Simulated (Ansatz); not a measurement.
We consider CsCl-type TlCl, described by Hartree–Fock in Ansatz (PAW).

Numerical settings: plane-wave cutoff 460 eV, 8×8×8 k mesh, Fermi–Dirac smearing 0.01 eV, scalar-relativistic PAW data made under PBE.

Equation-of-state points:

| V (Å³/atom) | E − E_lowest (meV/atom) | P (GPa) |
|---|---|---|
| 33.870 | 4.43 | 0.846 |
| 34.761 | 1.03 | 0.391 |
| 35.738 | 0.00 | -0.035 |
| 36.544 | 0.97 | -0.338 |
| 37.435 | 3.70 | -0.629 |

Problem. What bulk modulus B0 and pressure derivative B′ does a third-order Birch–Murnaghan fit give?

Solution. V0 = 35.644 Å³/atom, B0 = 14.5 GPa, B′ = 5.0 (fit to the energies at full precision).

Measured, for comparison: equilibrium volume per atom 28.35 Å³/atom (temperature not stated, no zero-point or thermal correction; as tabulated in Wikipedia's data pages). Computed (rounded) less measured: equilibrium volume per atom +25.7 %.

Note: the cell is over a tenth larger than the published one (another phase or state, or a fault of the published cell, is possible).

Spin–orbit coupling is not included; it can shift volumes and moduli of such heavy elements.

Computed values are for the static lattice.

Ansatz is a program for electronic structure.
